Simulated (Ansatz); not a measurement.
System: body-centred tetragonal In. Method: RPBE in Ansatz (plane waves, PAW).

Settings: plane-wave cutoff 520 eV, 24×24×24 k mesh, Fermi–Dirac smearing 0.05 eV, scalar-relativistic PAW data made under PBE.

Response to compression and expansion:

Shape and atoms are relaxed at each volume.

```
V (Å³/atom)  P (GPa)  c (Å)  a (Å)
-----------  -------  -----  -----
27.601          1.38  5.034  3.312
28.176          0.66  5.068  3.334
28.751          0.01  5.102  3.357
29.326         -0.55  5.125  3.383
29.901         -1.04  5.136  3.412
```

Note: the cell is over a tenth larger than the published one: the level's own overestimate first of all, though another phase or state, or a fault of the published cell, is possible; the bulk modulus comes from volumes at which shape and atoms were relaxed.

Ansatz is an electronic-structure program.
